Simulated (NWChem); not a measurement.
# HF (SMILES F) at r2SCAN/cc-pVTZ, part 2 of 2

NWChem 7.3.0. The steps go on from the part before.

## 3. The triplet: the energy at U-r2SCAN/cc-pVTZ

Input file fh.nw:

```
start fh
title "FH"
memory total 2200 mb

geometry units angstrom noautosym nocenter noautoz
  F    -0.390000    0.144600   -0.196400
  H     0.390000   -0.144600    0.196400
end

basis spherical bse
  * library cc-pVTZ
end

dft
  xc r2scan
  mult 3
  grid xfine
  convergence energy 1e-08
  maxiter 100
  mulliken
  print medium
end

task dft energy
```

Started as:

```console
nwchem fh.nw > fh.out
```

Output:

```text
Northwest Computational Chemistry Package (NWChem) 7.3.0
             --------------------------------------------------------

           Job information
           ---------------

    nwchem branch   = 7.3.0
    use scalapack   = T
    input           = fh.nw
    prefix          = fh.
    data base       = ./fh.db
    status          = startup
    nproc           =        1

           Memory information
           ------------------

    heap     =     72089598 doubles =      550.0 Mbytes
    stack    =     72089595 doubles =      550.0 Mbytes
    global   =    144179200 doubles =     1100.0 Mbytes (distinct from heap & stack)
    total    =    288358393 doubles =     2200.0 Mbytes
    verify   = yes
    hardfail = no

           Directory information
           ---------------------

  0 permanent = .
  0 scratch   = .

                                NWChem Input Module
                                -------------------

                                        FH
                                        --

 Scaling coordinates for geometry "geometry" by  1.889725989
 (inverse scale =  0.529177249)

                             Geometry "geometry" -> ""
                             -------------------------

 Output coordinates in angstroms (scale by  1.889725989 to convert to a.u.)

  No.       Tag          Charge          X              Y              Z
 ---- ---------------- ---------- -------------- -------------- --------------
    1 F                    9.0000    -0.39000000     0.14460000    -0.19640000
    2 H                    1.0000     0.39000000    -0.14460000     0.19640000

      Atomic Mass
      -----------

      F                 18.998400
      H                  1.007825

 Effective nuclear repulsion energy (a.u.)       5.1769526860

            Nuclear Dipole moment (a.u.)
            ----------------------------
        X                 Y               Z
 ---------------- ---------------- ----------------
    -5.8959450844     2.1860350236    -2.9691374733

            XYZ format geometry
            -------------------
     2
 geometry
 F                    -0.39000000     0.14460000    -0.19640000
 H                     0.39000000    -0.14460000     0.19640000

 ==============================================================================
                                internuclear distances
 ------------------------------------------------------------------------------
       center one      |      center two      | atomic units |  angstroms
 ------------------------------------------------------------------------------
    2 H                |   1 F                |     1.73847  |     0.91996
 ------------------------------------------------------------------------------
                         number of included internuclear distances:          1
 ==============================================================================

 Summary of "ao basis" -> "" (spherical)
 ------------------------------------------------------------------------------
       Tag                 Description            Shells   Functions and Types
 ---------------- ------------------------------  ------  ---------------------
 *                          cc-pVTZ                   on all atoms

                                 NWChem DFT Module
                                 -----------------

                                        FH

                      Basis "ao basis" -> "ao basis" (spherical)
                      -----
  [basis functions not shown]

 Summary of "ao basis" -> "ao basis" (spherical)
 ------------------------------------------------------------------------------
       Tag                 Description            Shells   Functions and Types
 ---------------- ------------------------------  ------  ---------------------
 F                          cc-pVTZ                 10       30   4s3p2d1f
 H                          cc-pVTZ                  6       14   3s2p1d

 Summary of "ao basis" -> "ao basis" (spherical)
 ------------------------------------------------------------------------------
       Tag                 Description            Shells   Functions and Types
 ---------------- ------------------------------  ------  ---------------------
 F                          cc-pVTZ                 10       30   4s3p2d1f
 H                          cc-pVTZ                  6       14   3s2p1d

  Caching 1-el integrals
  itol2e modified to match energy
  convergence criterion.
  tol_rho modified to match energy
  convergence criterion.

            General Information
            -------------------
          SCF calculation type: DFT
          Wavefunction type:  spin polarized.
          No. of atoms     :     2
          No. of electrons :    10
           Alpha electrons :     6
            Beta electrons :     4
          Charge           :     0
          Spin multiplicity:     3
          Use of symmetry is: off; symmetry adaption is: off
          Maximum number of iterations: 100
          AO basis - number of functions:    44
                     number of shells:    16
          Convergence on energy requested:  1.00D-08
          Convergence on density requested:  1.00D-05
          Convergence on gradient requested:  5.00D-04

              XC Information
              --------------
                      r^2SCAN Method XC Functional
               r^2SCAN metaGGA Exchange Functional  1.000
                     r^2SCAN Correlation Potential  1.000

[... 11 lines left out ...]
          Spatial weights used:  Erf1
[... 1 line left out ...]
          Convergence Information
[... 1 line left out ...]
          Convergence aids based upon iterative change in
          total energy or number of iterations.
[... 64 lines left out ...]
   convergence    iter        energy       DeltaE   RMS-Dens  Diis-err    time
[... 11 lines left out ...]
         Total DFT energy =     -100.067800572214
      One electron energy =     -148.101631269521
           Coulomb energy =       53.515412916083
    Exchange-Corr. energy =      -10.658534904806
 Nuclear repulsion energy =        5.176952686031
[... 5 lines left out ...]
                    DFT Final Alpha Molecular Orbital Analysis
[... 325 lines left out ...]
                     DFT Final Beta Molecular Orbital Analysis
[... 292 lines left out ...]
    17      0.580435  1 F  d  1              15     -0.482611  1 F  d -1
    21     -0.345203  1 F  d  0              22     -0.309404  1 F  d  1
[... 4 lines of this table left out ...]
              MO Center= -4.1D-01,  1.5D-01, -2.1D-01, r^2= 3.9D-01
   Bfn.  Coefficient  Atom+Function         Bfn.  Coefficient  Atom+Function
  ----- ------------  ---------------      ----- ------------  ---------------
    21     -0.680911  1 F  d  0              16      0.621374  1 F  d  0
    28      0.570680  1 F  f  1              22      0.553553  1 F  d  1
    23      0.508761  1 F  d  2              17     -0.505152  1 F  d  1
[... 4 lines of this table left out ...]
              MO Center= -4.2D-01,  1.5D-01, -2.1D-01, r^2= 3.8D-01
   Bfn.  Coefficient  Atom+Function         Bfn.  Coefficient  Atom+Function
  ----- ------------  ---------------      ----- ------------  ---------------
    19     -0.784679  1 F  d -2              14      0.727993  1 F  d -2
    23     -0.493450  1 F  d  2              18      0.457804  1 F  d  2
    40     -0.435351  2 H  d -2              30      0.427765  1 F  f  3
[... 4 lines of this table left out ...]
              MO Center= -4.3D-01,  1.6D-01, -2.1D-01, r^2= 3.7D-01
   Bfn.  Coefficient  Atom+Function         Bfn.  Coefficient  Atom+Function
  ----- ------------  ---------------      ----- ------------  ---------------
     4      1.510342  1 F  s                 32     -1.174455  2 H  s
    22     -0.764003  1 F  d  1              31     -0.732188  2 H  s
    11      0.704459  1 F  px                17      0.676874  1 F  d  1
[... 4 lines of this table left out ...]
              MO Center= -1.1D-01,  4.3D-02, -5.8D-02, r^2= 6.0D-01
   Bfn.  Coefficient  Atom+Function         Bfn.  Coefficient  Atom+Function
  ----- ------------  ---------------      ----- ------------  ---------------
     3      3.947381  1 F  s                  1      2.770733  1 F  s
    32     -2.554738  2 H  s                  2     -2.369882  1 F  s
     8      1.791981  1 F  px                34      1.218024  2 H  px
    37      1.040022  2 H  px                10      0.902423  1 F  pz
    31     -0.694707  2 H  s                  9     -0.664412  1 F  py

     ---------------------------------------------
      Total Density - Mulliken Population Analysis
     ---------------------------------------------

    Atom       Charge   Shell Charges
 -----------   ------   -------------------------------------------------------
    1 F    9     8.47   1.94  0.30  1.11  0.47  1.53  2.22  0.90  0.00  0.00  0.00
    2 H    1     1.53   0.23  0.39  0.84  0.03  0.02  0.01

     --------------------------------------------
      Spin Density - Mulliken Population Analysis
     --------------------------------------------

    Atom       Charge   Shell Charges
 -----------   ------   -------------------------------------------------------
    1 F    9     0.93  -0.00  0.02  0.04 -0.14  0.38  0.52  0.11  0.00  0.00 -0.00
    2 H    1     1.07   0.04  0.20  0.84  0.00 -0.01 -0.00

     -------------------------------------------
      Total Density - Lowdin Population Analysis
     -------------------------------------------

    Atom       Charge   Shell Charges
 -----------   ------   -------------------------------------------------------
    1 F    9     8.08   1.59  0.56  0.92  0.50  1.49  2.02  0.98  0.00  0.01  0.00
    2 H    1     1.92   0.23  0.36  0.69  0.11  0.39  0.14

     ------------------------------------------
      Spin Density - Lowdin Population Analysis
     ------------------------------------------

    Atom       Charge   Shell Charges
 -----------   ------   -------------------------------------------------------
    1 F    9     1.06  -0.00  0.03  0.03 -0.01  0.38  0.45  0.16  0.00  0.01  0.00
    2 H    1     0.94   0.02  0.10  0.61  0.03  0.15  0.04

   alpha - beta orbital overlaps
   -----------------------------

   alpha      1      2      3      4      5      6      7      8      9     10
    beta      1      2      3      5      4      6      7     10      8      9
 overlap   1.000  0.999  1.000  0.997  1.000  0.994  0.995  0.992  0.999  0.972

   alpha     11     12     13     14     15     16     17     18     19     20
    beta     12     11     13     14     16     15     17     19     18     20
 overlap   0.994  0.972  0.974  0.972  0.991  1.000  0.994  0.999  0.998  0.998

   alpha     21     22     23     24     25     26     27     28     29     30
    beta     21     22     24     23     27     26     25     29     30     28
 overlap   1.000  1.000  0.996  0.988  0.997  0.995  0.986  0.999  0.996  0.997

   alpha     31     32     33     34     35     36     37     38     39     40
    beta     31     33     32     34     35     38     36     37     40     39
 overlap   0.999  1.000  1.000  1.000  0.998  0.999  1.000  0.999  0.996  1.000

   alpha     41     42     43     44
    beta     42     41     43     44
 overlap   1.000  1.000  0.997  1.000

     --------------------------
     Expectation value of S2:
     --------------------------
      <S2> =      2.0023 (Exact =     2.0000)

 center of mass
 --------------
 x =  -0.66274024 y =   0.24572369 z =  -0.33374919

 moments of inertia (a.u.)
 ------------------
           0.813169549432           0.770952406717          -1.047130378142
           0.770952406717           2.606656335921           0.388243724819
          -1.047130378142           0.388243724819           2.365177648086

     Multipole analysis of the density
     ---------------------------------

     L   x y z        total         alpha         beta         nuclear
     -   - - -        -----         -----         ----         -------
     0   0 0 0     -0.000000     -6.000000     -4.000000     10.000000

     1   1 0 0     -0.787466      2.396295      2.712185     -5.895945
[... 8 lines of this table left out ...]
     2   0 0 2     -5.696185     -5.002522     -2.071129      1.377465

 Task  times  cpu:        4.9s     wall:        4.9s
 Total times  cpu:        4.9s     wall:        4.9s
```

It took 5.4 s on 1 thread of Intel Xeon Platinum 8375C at 2.90GHz (Ice Lake), shared host; peak memory 0.11 GiB.

## 4. Outcome

The summary covers parts 1 to 2.

Level: r2SCAN/cc-pVTZ.

| quantity | value |
| --- | --- |
| singlet: total energy | -100.43857 Eh |
| singlet: dipole moment | 1.82 D |
| singlet: HOMO energy | -9.71 eV |
| singlet: LUMO energy | 1.24 eV |
| singlet: HOMO–LUMO gap | 10.96 eV |
| singlet: largest force on an atom | 0.074 eV/Å |
| triplet: total energy | -100.06780 Eh |
| triplet: dipole moment | 2.36 D |
| triplet: HOMO energy (highest over α and β) | -2.20 eV |
| triplet: ⟨S²⟩ | 2.002 |
| vertical energy of the triplet above the singlet | 10.089 eV |

What this shows: At this shape the triplet lies 10.09 eV (973 kJ/mol) above the singlet. At r2SCAN/cc-pVTZ: The measured dipole moment is 1.82 D (NIST CCCBDB); the computed value is within 0.01 D.
